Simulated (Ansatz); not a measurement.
# C3H5NO, SMILES NC=C1CO1: a ranking of conformers

Computed with Ansatz 0.2.0, Python API.

Typed at the interpreter:
```pycon
>>> import ansatz as az
>>> from rdkit import Chem
>>> from rdkit.Chem import AllChem
>>> rd = Chem.AddHs(Chem.MolFromSmiles("NC=C1CO1"))
>>> ids = list(AllChem.EmbedMultipleConfs(rd, numConfs=20, randomSeed=640, pruneRmsThresh=0.4))
>>> field = [energy for _, energy in AllChem.MMFFOptimizeMoleculeConfs(rd)]
>>> distinct = {round(e, 2): i for i, e in zip(ids, field)}
>>> chosen = sorted(distinct.items())[:5]
>>> found = []
>>> for force_field, index in chosen:
...     c3h5no = az.Crystal.molecule()
...     for atom, xyz in zip(rd.GetAtoms(), rd.GetConformer(index).GetPositions()):
...         c3h5no = c3h5no.atom(atom.GetSymbol(), xyz.round(5).tolist())
...     calc = (
...         c3h5no.calculation()
...         .basis(gaussian="def2-SVP")
...         .functional("hf")
...     )
...     found.append(calc.run(threads=1).report["free_energy_ev"])
...
>>> print("conformer   MMFF (kcal/mol)   this level (kcal/mol)")
conformer   MMFF (kcal/mol)   this level (kcal/mol)
>>> for (force_field, index), e in zip(chosen, found):
...     print(f"{index:9d} {force_field - chosen[0][0]:17.2f} {23.060548 * (e - min(found)):17.3f}")
...
        1              0.00             0.000
        0              0.16             1.743
```

The conformers keep their force-field geometries. Timing: 2.9 s on 1 thread of Arm Neoverse N1 (shared host), peak memory 0.27 GiB.
